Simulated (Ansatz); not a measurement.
Reaction (atomization): `C[SiH]C`• → 2 C• + 7 H• + Si•

Computed with Ansatz on PBE0-D4/def2-TZVP structures; ΔE is electronic, products minus reactants. CBS: MP2 limit from def2 TZ/QZ plus the TZ coupled-cluster correction, frozen cores. This one scheme is used for every species, atoms too. Functionals use def2-TZVPP. B3LYP here is the variant with VWN-RPA as its local correlation; programs differ in this. HSE06 is defined as in plane-wave codes. No spin–orbit coupling; open shells (•) take unrestricted orbitals. Spin–orbit coupling would lower the free atoms: a little for C, Si.

```json
{"level": "LDA (SPW92)", "ΔE (kJ/mol)": "3902.9", "difference from CCSD(T)/CBS": "409.7"}
{"level": "PBE-D4", "ΔE (kJ/mol)": "3527.5", "difference from CCSD(T)/CBS": "34.3"}
{"level": "revPBE-D4", "ΔE (kJ/mol)": "3470.6", "difference from CCSD(T)/CBS": "-22.6"}
{"level": "BLYP-D4", "ΔE (kJ/mol)": "3474.8", "difference from CCSD(T)/CBS": "-18.4"}
{"level": "B97M-V", "ΔE (kJ/mol)": "3509.6", "difference from CCSD(T)/CBS": "16.4"}
{"level": "PBE0-D4", "ΔE (kJ/mol)": "3505.2", "difference from CCSD(T)/CBS": "12.0"}
{"level": "B3LYP-D4", "ΔE (kJ/mol)": "3505.2", "difference from CCSD(T)/CBS": "12.0"}
{"level": "r2SCAN0-D4", "ΔE (kJ/mol)": "3493.0", "difference from CCSD(T)/CBS": "-0.2"}
{"level": "HSE06-D4", "ΔE (kJ/mol)": "3507.0", "difference from CCSD(T)/CBS": "13.8"}
{"level": "BHLYP-D4", "ΔE (kJ/mol)": "3448.2", "difference from CCSD(T)/CBS": "-45.0"}
{"level": "CAM-B3LYP-D4", "ΔE (kJ/mol)": "3514.7", "difference from CCSD(T)/CBS": "21.5"}
{"level": "ωB97X-V", "ΔE (kJ/mol)": "3503.5", "difference from CCSD(T)/CBS": "10.3"}
{"level": "ωB97M-V", "ΔE (kJ/mol)": "3498.9", "difference from CCSD(T)/CBS": "5.7"}
{"level": "B2PLYP", "ΔE (kJ/mol)": "3463.2", "difference from CCSD(T)/CBS": "-30.0"}
{"level": "PBE-QIDH", "ΔE (kJ/mol)": "3484.1", "difference from CCSD(T)/CBS": "-9.1"}
{"level": "PBE", "ΔE (kJ/mol)": "3511.5", "difference from CCSD(T)/CBS": "18.3"}
{"level": "revPBE", "ΔE (kJ/mol)": "3418.7", "difference from CCSD(T)/CBS": "-74.5"}
{"level": "BLYP", "ΔE (kJ/mol)": "3439.0", "difference from CCSD(T)/CBS": "-54.2"}
{"level": "r2SCAN", "ΔE (kJ/mol)": "3511.8", "difference from CCSD(T)/CBS": "18.6"}
{"level": "PBE0", "ΔE (kJ/mol)": "3491.8", "difference from CCSD(T)/CBS": "-1.4"}
{"level": "B3LYP", "ΔE (kJ/mol)": "3479.3", "difference from CCSD(T)/CBS": "-13.9"}
{"level": "r2SCANh", "ΔE (kJ/mol)": "3502.1", "difference from CCSD(T)/CBS": "8.9"}
{"level": "r2SCAN0", "ΔE (kJ/mol)": "3488.5", "difference from CCSD(T)/CBS": "-4.7"}
{"level": "HSE06", "ΔE (kJ/mol)": "3494.6", "difference from CCSD(T)/CBS": "1.4"}
{"level": "BHLYP", "ΔE (kJ/mol)": "3429.0", "difference from CCSD(T)/CBS": "-64.2"}
{"level": "CAM-B3LYP", "ΔE (kJ/mol)": "3501.2", "difference from CCSD(T)/CBS": "8.0"}
{"level": "LC-ωPBE", "ΔE (kJ/mol)": "3488.3", "difference from CCSD(T)/CBS": "-4.9"}
{"level": "HF/def2-SVP", "ΔE (kJ/mol)": "2706.1", "difference from CCSD(T)/CBS": "-787.1"}
{"level": "MP2/def2-SVP", "ΔE (kJ/mol)": "3321.9", "difference from CCSD(T)/CBS": "-171.3"}
{"level": "CCSD/def2-SVP", "ΔE (kJ/mol)": "3303.4", "difference from CCSD(T)/CBS": "-189.8"}
{"level": "CCSD(T)/def2-SVP", "ΔE (kJ/mol)": "3325.8", "difference from CCSD(T)/CBS": "-167.4"}
{"level": "HF/def2-TZVPP", "ΔE (kJ/mol)": "2693.7", "difference from CCSD(T)/CBS": "-799.5"}
{"level": "MP2/def2-TZVPP", "ΔE (kJ/mol)": "3425.6", "difference from CCSD(T)/CBS": "-67.6"}
{"level": "SCS-MP2/def2-TZVPP", "ΔE (kJ/mol)": "3434.1", "difference from CCSD(T)/CBS": "-59.1"}
{"level": "CCSD/def2-TZVPP", "ΔE (kJ/mol)": "3388.0", "difference from CCSD(T)/CBS": "-105.2"}
{"level": "HF/def2-QZVPP", "ΔE (kJ/mol)": "2697.8", "difference from CCSD(T)/CBS": "-795.4"}
{"level": "MP2/def2-QZVPP", "ΔE (kJ/mol)": "3469.0", "difference from CCSD(T)/CBS": "-24.2"}
{"level": "SCS-MP2/def2-QZVPP", "ΔE (kJ/mol)": "3483.3", "difference from CCSD(T)/CBS": "-9.9"}
{"level": "HF/CBS(def2)", "ΔE (kJ/mol)": "2698.5", "difference from CCSD(T)/CBS": "-794.7"}
{"level": "CCSD/CBS(def2)", "ΔE (kJ/mol)": "3461.2", "difference from CCSD(T)/CBS": "-32.0"}
{"level": "CCSD(T)/CBS", "ΔE (kJ/mol)": "3493.2", "difference from CCSD(T)/CBS": "0"}
```

Problem. What do rigid-rotor, harmonic-oscillator terms from PBE0-D4/def2-TZVP frequencies (298.15 K, 1 bar) make of the CCSD(T)/CBS value? (An estimate is asked.)

Solution. Computed: ΔZPE = -211.6 kJ/mol, ΔH = +3326.3 kJ/mol, ΔS = 980 J/(mol·K), ΔG = +3034.1 kJ/mol. Open shells count their whole term as degenerate.

Largest T1 diagnostic among the species: 0.012.

In def2-TZVPP, CCSD(T) changes the Hartree–Fock value by +726.2 kJ/mol (the triples alone add +32.0 kJ/mol) and MP2 by +731.9 kJ/mol; breaking electron pairs costs correlation energy, which Hartree–Fock lacks. From BLYP to BHLYP (50 % exact exchange), in def2-TZVPP and without D4, ΔE moves by −9.9 kJ/mol: exact exchange takes away binding that semilocal exchange gives to molecules. Leaving LDA and LC-ωPBE aside and taking each functional with its dispersion term where it has one, the values spread over 79.3 kJ/mol, from BHLYP-D4 to PBE-D4. LDA lies +391.4 kJ/mol from PBE without D4, its usual overbinding.

For atomizations the MP2-based limit and the directly extrapolated one differ by several kJ/mol either way, and by 10 to 25 for some Ge, Se and Sn compounds, so smaller differences from it don't rank the levels.
